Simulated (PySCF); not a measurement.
# Potential energy of LiS along the bond

Set-up: PySCF, no relativity, basis sets Li aug-cc-pVDZ, S aug-cc-pV(D+d)Z. Energies in eV from Li + S in their ground configurations at the same level. State: ²Π (doublet), unpaired electrons π ↑.

All columns are PBE0. A positive dipole means Li(−)S(+).

```json
{"R (Å)": "1.873", "E (eV)": "-2.623", "μ (D)": "-6.03", "Mulliken charge on Li (basis-dependent)": "0.06", "HOMO (eV)": "-5.93", "LUMO (eV)": "-3.32", "Mayer bond order": "1.41", "⟨S²⟩": "0.75"}
{"R (Å)": "1.960", "E (eV)": "-2.878", "μ (D)": "-6.32", "Mulliken charge on Li (basis-dependent)": "0.13", "HOMO (eV)": "-5.81", "LUMO (eV)": "-3.20", "Mayer bond order": "1.33", "⟨S²⟩": "0.75"}
{"R (Å)": "2.047", "E (eV)": "-3.021", "μ (D)": "-6.61", "Mulliken charge on Li (basis-dependent)": "0.20", "HOMO (eV)": "-5.69", "LUMO (eV)": "-3.08", "Mayer bond order": "1.26", "⟨S²⟩": "0.75"}
{"R (Å)": "2.113", "E (eV)": "-3.072", "μ (D)": "-6.83", "Mulliken charge on Li (basis-dependent)": "0.25", "HOMO (eV)": "-5.60", "LUMO (eV)": "-3.00", "Mayer bond order": "1.20", "⟨S²⟩": "0.75"}
{"R (Å)": "2.178", "E (eV)": "-3.087", "μ (D)": "-7.06", "Mulliken charge on Li (basis-dependent)": "0.29", "HOMO (eV)": "-5.52", "LUMO (eV)": "-2.92", "Mayer bond order": "1.15", "⟨S²⟩": "0.75"}
{"R (Å)": "2.243", "E (eV)": "-3.073", "μ (D)": "-7.29", "Mulliken charge on Li (basis-dependent)": "0.33", "HOMO (eV)": "-5.45", "LUMO (eV)": "-2.84", "Mayer bond order": "1.10", "⟨S²⟩": "0.75"}
{"R (Å)": "2.330", "E (eV)": "-3.019", "μ (D)": "-7.60", "Mulliken charge on Li (basis-dependent)": "0.37", "HOMO (eV)": "-5.35", "LUMO (eV)": "-2.74", "Mayer bond order": "1.03", "⟨S²⟩": "0.75"}
{"R (Å)": "2.439", "E (eV)": "-2.912", "μ (D)": "-8.00", "Mulliken charge on Li (basis-dependent)": "0.42", "HOMO (eV)": "-5.24", "LUMO (eV)": "-2.63", "Mayer bond order": "0.96", "⟨S²⟩": "0.75"}
{"R (Å)": "2.570", "E (eV)": "-2.745", "μ (D)": "-8.48", "Mulliken charge on Li (basis-dependent)": "0.46", "HOMO (eV)": "-5.11", "LUMO (eV)": "-2.51", "Mayer bond order": "0.89", "⟨S²⟩": "0.75"}
{"R (Å)": "2.744", "E (eV)": "-2.488", "μ (D)": "-9.12", "Mulliken charge on Li (basis-dependent)": "0.51", "HOMO (eV)": "-4.96", "LUMO (eV)": "-2.35", "Mayer bond order": "0.81", "⟨S²⟩": "0.76"}
```

A fit through these points gives, at Re = 2.176 Å, μ = -7.06 D and dμ/dR = -3.51 D/Å; the reduced mass is 5.753 u.

How strong is the fundamental in the double-harmonic approximation, I = 42.26·(dμ/dR)²/μred km/mol?

I = 42.26·(-3.51)²/5.753 = 90.5 km/mol at PBE0.

The state is the lowest determinant that a PBE0 search found; another state may lie lower at other levels.
